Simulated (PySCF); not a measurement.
Isomers of C4H12N2. Level of theory: TDDFT B3LYP/def2-SVPD, vertical, gas phase, core orbitals frozen in the response in PySCF 2.14.0, density-fitted response routines. Geometries: GFN2-xTB; one conformer of each isolated species. Triplets are in the Tamm–Dancoff approximation. 'Strongest' means the level of largest summed f among the lowest 8 singlets; it needn't be the same kind of state in each.

Question: Rank by computed energy of the strongest computed level, lowest first.
A. `C[C@H](N)CCN`
B. `CCNCCN`
C. `CCCCNN`
D. `CNNC(C)C`

Answer: A (6.07 eV), C (6.31 eV), B (6.76 eV), D (7.06 eV).

```
      SMILES  strongest (eV)  LUMO (eV)  S1 (eV)  HOMO (eV)  T1 (eV)      S1 mainly
C[C@H](N)CCN            6.07       0.45     6.06      -6.61     5.79  H-1→L+1 (43%)
      CCCCNN            6.31       0.26     5.55      -6.27     5.38      H→L (93%)
      CCNCCN            6.76       0.35     5.75      -6.34     5.57      H→L (83%)
    CNNC(C)C            7.06       0.45     4.88      -5.38     4.76      H→L (94%)
```

H and L stand for HOMO and LUMO.
